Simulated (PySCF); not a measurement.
Species: methylenesilane, CH4Si.
Bonds: C1–Si2 (double). Hydrogens: H3, H4 on C1; H5, H6 on Si2.

The geometry is computed with GFN2-xTB (gas phase).

(1) What internal coordinates does the optimisation give?

## Answers

(1) 
| bond | length (Å) |
| --- | --- |
| C1=Si2 | 1.747 |
| C1–H3, C1–H4 | 1.077 |
| Si2–H5, Si2–H6 | 1.458 |

Bonds in one row agree within 0.01 Å and their mean is given. A selection of angles:
| angle | degrees |
| --- | --- |
| Si2–C1–H3 | 122.5 |
| Si2–C1–H4 | 122.6 |
| H3–C1–H4 | 114.9 |
| C1–Si2–H5 | 124.7 |
| H5–Si2–H6 | 110.7 |

Si2 (silicon bonded to C and 2 H) is planar (angles 124.7°, 124.6° and 110.7°, sum 360.0°, 0.00 Å off the plane of its three neighbours).

Point group: C2v (every atom within 0.08 Å of its image). No GFN2-xTB frequencies stand behind this structure, so it isn't proved a minimum.
